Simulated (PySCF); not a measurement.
**Bonding in `C/C=C1C=C\1Cl`**

Compound: C5H5Cl.
Atom-mapped SMILES: `[CH3:1]/[CH:2]=[C:3]1[CH:4]=[C:5]\1[Cl:6]` (hydrogens: H7, H8, H9 on C1; H10 on C2; H11 on C4)

Geometry (PBE0-D3(BJ)/def2-SVP, Å), atoms numbered from 1 in this order:
```xyz
11
C5H5Cl angstrom
C     -1.8241    0.0343    0.0516
C     -0.5220   -0.6668    0.2812
C      0.6707   -0.1330    0.0290
C      1.5232    0.9610   -0.4315
C      2.1018   -0.1493   -0.0163
Cl     3.5280   -0.9944    0.2619
H     -2.4647   -0.5119   -0.6623
H     -2.4068    0.1354    0.9835
H     -1.6680    1.0463   -0.3520
H     -0.5427   -1.6852    0.6819
H      1.6076    1.9685   -0.8311
```

Bond orders from the PBE0/pcSseg-1 density (PySCF). Geometry: PBE0-D3(BJ)/def2-SVP; no solvent, vibrations or thermal averaging.

Where do the orders between heavy atoms depart from those drawn in the SMILES?

The largest departure is 0.414, at C4–C5 (drawn double, 1.586). Drawn single, order below 0.88: C3–C4 (0.814) and C5–C3 (0.853). Drawn double or triple, more than 0.30 short of the drawn order: C4–C5 (1.586).

Give the Mayer order of every bond, beside its length.

| bond | drawn as | length (Å) | Mayer order |
| --- | --- | --- | --- |
| C1–C2 | single | 1.497 | 1.056 |
| C2–C3 | double | 1.331 | 1.833 |
| C3–C4 | single | 1.461 | 0.814 |
| C4–C5 | double | 1.319 | 1.586 |
| C5–Cl6 | single | 1.681 | 1.097 |
| C5–C3 | single | 1.432 | 0.853 |
| C1–H7 | single | 1.104 | 0.955 |
| C1–H8 | single | 1.104 | 0.955 |
| C1–H9 | single | 1.101 | 0.972 |
| C2–H10 | single | 1.095 | 0.931 |
| C4–H11 | single | 1.087 | 1.020 |

By pair of heavy elements: C–C: lowest C3–C4 (0.814, 1.461 Å), highest C2–C3 (1.833, 1.331 Å); in 3 of the 10 pairs the longer bond (by over 0.003 Å) has the higher order (by 0.02 or more).

Sum the orders of all bonds at each heavy atom with more than one neighbour and set the sums beside the valence in the SMILES.

C1 3.938 (drawn 4), C2 3.820 (drawn 4), C3 3.500 (drawn 4), C4 3.420 (drawn 4), C5 3.536 (drawn 4). Orders between atoms that aren't bonded are not in these sums.

For a closed shell the Mayer order of atoms A and B is Σ (PS)μν (PS)νμ over the basis functions μ on A and ν on B, with P the density and S the overlap matrix.
